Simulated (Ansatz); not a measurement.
The input, for Ansatz 0.2.0:

```yaml
crystal:
  periodic: [false, false, false]
  atoms:
    - {symbol: Al, position_ang: [0.000000, 0.000000, 2.058500]}
    - {symbol: Ga, position_ang: [0.000000, 0.000000, -0.249900]}
    - {symbol: H, position_ang: [0.000000, 0.000000, -1.808600]}
basis:
  gaussian: {orbitals: 6-31G}
total_charge: 1
magnetization: {spin_polarized: false, initial_magnetization: 4}
correlation: {method: fci, electrons: outside_noble_gas}
```

```sh
$ ansatz run in.yaml --threads 1 --pin off --events-out ev --progress --plain --max-ram 2393MiB
```

Output:

```
729 factors; integrals over basis functions are off by at most 2.3e-7 eV
mean field evaluation 1: about -58910.1016 eV, gradient 6.9e0 eV
mean field evaluation 2: about -58910.1632 eV, gradient 7.0e0 eV
mean field evaluation 4: about -58910.9559 eV, gradient 1.6e0 eV
mean field evaluation 8: about -58911.0242 eV, gradient 7.4e-1 eV
mean field evaluation 16: about -58911.2201 eV, gradient 2.6e-2 eV
mean field evaluation 32: about -58911.0411 eV, gradient 1.3e0 eV
mean field -58911.22011358 eV, -2164.9474077148 hartree, gradient 7.1e-7 eV, S^2 6.000000; 2 other end points of the search recorded, 0 dependent functions left out
19 core orbitals not correlated: weight in the atoms' cores, before any rotation towards them, 0.994 or more for the frozen orbitals, at most 0.002 for the correlated occupied ones
reference -58911.22011358 eV, -2164.9474077148 hartree; 5, 1 occupied and 20, 24 virtual orbitals, 729 factors
state -58912.81992046 eV, -2165.0061995335 hartree
Total energy: -58912.81992046 eV, -2165.0061995335 hartree
```

Natural occupations: 1.9197 1.0238 0.9777 0.9687 0.9687 0.0445 0.0382 0.0382 0.0084 0.0031 0.0021 0.0020 0.0020 0.0014 0.0003 0.0003 0.0003 0.0001 0.0001 0.0001 0.0001 0.0001 0.0001 0.0000.

Ran on 1 thread of Arm Neoverse V2, shared host: 17 s wall, 0.16 GiB peak host memory.
